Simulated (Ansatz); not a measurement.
A nudged elastic band was laid between two geometries of BH$_{3}$O (5 atoms, charge 0, multiplicity 1).

Level of theory: UKS PBE-D4/6-31G* (Ansatz 0.2.0).

```yaml
movable_images: 7
climbing_image: yes
spring: 5.0 eV/Å²
optimiser: quadratic models (default)
start_path: through a guess of the saddle point
force_threshold: 0.05 eV/Å
iteration_limit: 60
end_points: relaxed
```

First end point:

```xyz
5
Properties=species:S:1:pos:R:3
B 0.152 0.394 -0.028
H 0.375 0.549 1.152
O -0.373 -0.773 -0.497
H -0.527 -1.411 0.228
H 0.374 1.242 -0.855
```

Last end point:

```xyz
5
Properties=species:S:1:pos:R:3
B 0.218 0.998 -1.290
H -0.365 -1.697 2.231
O 0.014 0.179 -0.414
H -0.284 -1.276 1.614
H 0.417 1.796 -2.141
```

Which bonds break or form, and what moves?

Bonds broken: B1–H2, O3–H4. Bonds formed: H2–H4. BH3O becomes BHO + H2.

Give the energies along the band, and the barrier.

The forces met the threshold. The highest image is number 2 of 0 to 8, 54.4 kcal/mol above the first end and 42.6 kcal/mol above the last; the last end lies 11.7 kcal/mol above the first. Neighbouring images differ by up to 1.7 eV, so the band resolves the path poorly. A vibrational analysis at the climbing image gives one clearly imaginary mode, 1685i cm⁻¹: a first-order saddle point. The orbitals stay closed-shell, which can raise the energy where a bond breaks towards radicals; this wasn't checked here.

```csv
image,path coordinate (Å),energy (kcal/mol),B1–H2 (Å),O3–H4 (Å),H2–H4 (Å)
0,0.00,0.0,1.21,0.98,2.35
1,0.57,15.9,1.24,1.00,1.62
2,1.13,54.4,1.43,1.39,1.02
3,1.86,21.8,2.15,2.07,0.76
4,2.58,12.9,2.90,2.68,0.75
5,3.31,12.1,3.52,2.79,0.75
6,4.03,11.9,3.91,2.63,0.75
7,4.76,11.8,4.26,2.54,0.75
8,5.49,11.7,4.47,2.51,0.75
```

What is the geometry of the highest image?


```xyz
5
Properties=species:S:1:pos:R:3:forces:R:3
B 0.040 0.205 -0.317 -0.02 0.00 0.00
H 0.206 0.127 1.106 0.00 0.00 -0.01
O -0.465 -0.929 -0.705 0.01 0.00 0.03
H -0.189 -0.687 0.631 0.01 0.01 -0.03
H 0.407 1.283 -0.715 0.01 0.00 0.01
```

The band took 20 iterations and of the order of 3 core-minutes.

Run time: 3.2 min on 1 CPU thread of a shared host.
